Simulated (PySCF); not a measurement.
## butyraldehyde: removing and adding an electron

Molecule: `CCCC=O` (C4H8O). Optimised structure (Å), atoms numbered from 1:
```
C    -1.3155    0.4926    0.9040
C    -0.6549   -0.6065    0.0853
C     0.8664   -0.6266    0.2186
C     1.5251    0.5902   -0.3643
O     2.4075    1.2196    0.1577
H    -2.4106    0.4636    0.8034
H    -1.0751    0.3919    1.9742
H    -0.9811    1.4937    0.5875
H    -0.9256   -0.4947   -0.9797
H    -1.0483   -1.5894    0.3904
H     1.1890   -0.7355    1.2660
H     1.2735   -1.4897   -0.3412
H     1.1408    0.8927   -1.3764
```

These are calculated values, ωB97X-D3(BJ)/ma-def2-TZVP in PySCF (grid level 2) at geometries from PBE0-D3(BJ)/ma-def2-SVP. ωB97X-D3(BJ) is ωB97X-V with D3(BJ) in place of VV10. Thermal corrections: PBE0-D3(BJ)/ma-def2-SVP frequencies, unscaled, ideal gas at 298.15 K and 1 bar, quasi-RRHO entropy.

Frontier levels of the parent: HOMO -9.92 eV, LUMO 1.07 eV.

Oxidation to the radical cation:
* Vertical ionisation energy (electronic): 9.93 eV
* Adiabatic ionisation energy (with zero-point energy): 9.75 eV
* Adiabatic, electronic part: 9.85 eV
* Vertical gap at the product's structure: 9.63 eV
* Inner reorganisation energy (four-point): 303 meV
* Relaxation of product / of parent: 86 / 217 meV
* ⟨S²⟩ of the product: 0.758
* Largest spin populations: O5 0.69, C3 0.16, H (on C4) 0.11
* Largest changes of atomic charge: O5 0.42, H (on C4) 0.17
* Distances that move most (Å): C3–C4 1.501 → 1.539; C4–O5 1.203 → 1.183; C1–C2 1.521 → 1.508; C2–H 1.102 → 1.113

Vertical electron affinity to the radical anion: -0.98 eV. The extra electron is not bound at this structure, the number hangs on the basis, and the ion was not relaxed.

Measured values (NIST Chemistry WebBook, evaluated or the median of agreeing entries): adiabatic ionisation energy 9.82 eV (computed 9.75, difference -0.07).
